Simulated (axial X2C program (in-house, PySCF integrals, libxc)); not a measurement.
**Photoelectron levels of BS⁻ by EOM-IP-CCSD**

Calculated with an axial X2C code built on PySCF integrals: two-component X2C with atomic mean-field Coulomb and Gaunt terms, Gaussian nuclei, basis S dyall-av3z, B dyall-av3z with contracted cores.

R = 1.689 Å (near the PBE0 minimum at charge -1 of the determinant lowest at the starting distance; the state shown can have its own minimum elsewhere).

Hartree–Fock spinors of BS⁻ (one of each Kramers pair; a window near the gap, which can cut inner shells):

```tsv
ω	occupied	ε (eV)	character
1/2	yes	-19.80	56% S s, 18% B p, 15% B s
1/2	yes	-8.84	60% S p, 20% B s, 9% S s
1/2	yes	-4.65	67% S p, 20% B p, 8% B d
3/2	yes	-4.59	67% S p, 20% B p, 8% B d
1/2	yes	-3.08	44% B p, 32% B s, 12% S p
1/2	no	3.54	99% B p
3/2	no	3.54	99% B p
1/2	no	3.57	97% B p
1/2	no	4.18	80% B s, 15% S p, 3% B p
1/2	no	5.99	75% S p, 13% B s, 5% S d
3/2	no	6.05	83% S p, 7% B p, 6% S d
```

Vertical detachment energies of BS⁻ to the states of BS:

```csv
Ω of BS,vertical detachment energy (eV),above lowest (cm⁻¹),ionised spinor,one-hole weight
1/2,2.536,0,"44% B pσ, 33% B sσ, 12% S pσ",0.91
3/2,4.462,15531,"67% S pπ, 20% B pπ, 8% B dπ",0.93
1/2,4.502,15859,"67% S pπ, 19% B pπ, 9% B dπ",0.93
1/2,7.676,41455,"62% S pσ, 17% B sσ, 9% S sσ",0.83
```

(1) How far does the lowest EOM-IP-CCSD energy lie from the Koopmans value −ε of the highest filled spinor?

(2) What is the splitting of the first π pair in the table, and is it regular or inverted?

This point took 17 s on 1 thread of Arm Neoverse V2, on a shared host.

Reference electrons by ω block (each with its −ω partner): 1/2: 9, 3/2: 2. 10 electrons of BS⁻ correlated (inner shells frozen), 94 natural virtual spinors (a truncated set); levels can be off by some tenths of an eV. Roots sought by Ω: (1/2: 4, 3/2: 3, 5/2: 1); the list ends where they run out and leaves out roots under 60 % one-particle weight. The solver can skip a root, and states that need a further excitation, which the method places far too high, are missing though they may lie low or lowest. T1 of the reference 0.019 (Lee–Taylor). Number of frozen shells: S 2 s, 1 p; B 1 s.

Answers

(1) 2.536 eV against 3.08 eV, a shift of -0.54 eV: relaxation of the final state lowers the energy and the loss of correlation raises it.

(2) E(3/2) − E(1/2) = 15531 − 15859 = -328 cm⁻¹ at EOM-IP-CCSD: inverted, Ω = 3/2 lower. Splittings at this level can be off by ten to twenty per cent.
